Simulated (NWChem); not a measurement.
# Extrapolating the CCSD(T) correlation energy of fluorine (F2)

```xyz
2

F      0.0000     0.0000     0.6882
F      0.0000     0.0000    -0.6882
```
Charge 0, spin multiplicity 1.

Everything below was run with NWChem. Structure: optimised with PBE0/def2-SVP, a minimum by its harmonic frequencies.

The correlated methods keep 2 core orbitals frozen. Coupled-cluster values serve here as a point of comparison, not as the truth.

Worked example. The CCSD(T) correlation energy is -539.24 mHa in cc-pVTZ and -585.88 mHa in cc-pVQZ. The form E(X) = E∞ + A/X³ turns the pair into an estimate of the basis-set limit.

E∞ = (4³·(-585.88) − 3³·(-539.24))/(4³ − 3³) = -619.9 mHa. The larger basis holds 95 % of that, at about 10 times the processor time of the smaller one. This is a two-point estimate.
